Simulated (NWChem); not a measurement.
Correlation energy of F (-1)

```xyz
1

F      0.0000     0.0000     0.0000
```
Charge -1, spin multiplicity 1.

All runs are NWChem calculations.

Basis set: aug-cc-pVDZ. Each correlation energy counts from its own Hartree-Fock reference.

The correlated methods keep 1 core orbital frozen. Coupled-cluster values serve here as a point of comparison, not as the truth.

**Question.** One of these methods gave a correlation energy of -237.7 mHa. Which?
A) CCSD+T(CCSD)
B) SCS-MP2
C) CCSD
D) MP2

**Answer.** D, MP2. The others give -227.8 (SCS-MP2), -234.4 (CCSD), -242.3 (CCSD+T(CCSD)).
